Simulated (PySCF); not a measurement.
Working out the electron affinity of Al

Al⁻ [Ne] 3s2 3p2 (3P) → Al [Ne] 3s2 3p1 (2P). Computed with PySCF 2.14 in x2c-QZVPPall with one added diffuse shell each of s, p, d, f type (10s7p5d3f1g, 86 functions), with the spin-free X2C one-electron Hamiltonian (Gaussian nucleus). Frozen: 1s2. Energies in hartree (1 hartree = 27.21139 eV):

```json
{"part": "UHF", "Al⁻ (lower)": "-242.317760", "Al (upper)": "-242.317477"}
{"part": "CCSD correlation", "Al⁻ (lower)": "-0.233746", "Al (upper)": "-0.220921"}
{"part": "(T)", "Al⁻ (lower)": "-0.005481", "Al (upper)": "-0.003592"}
```

Task: What does Hartree-Fock give?

Result: (-242.317477) − (-242.317760) = 0.000283 hartree = 0.008 eV.

Task: What do CCSD and CCSD(T) give?

Result: The CCSD correlation energies differ by 0.012825 hartree = 0.349 eV and the triples by 0.001889 hartree = 0.051 eV, so CCSD gives 0.357 eV and CCSD(T) 0.408 eV.

Reference: 0.433 eV (measured; photodetachment measurements, as compiled on the Wikipedia data page of electron affinities), between the lowest levels; spin-orbit coupling is absent from the calculation.

What remains against the reference includes basis incompleteness, the frozen core and higher excitations.
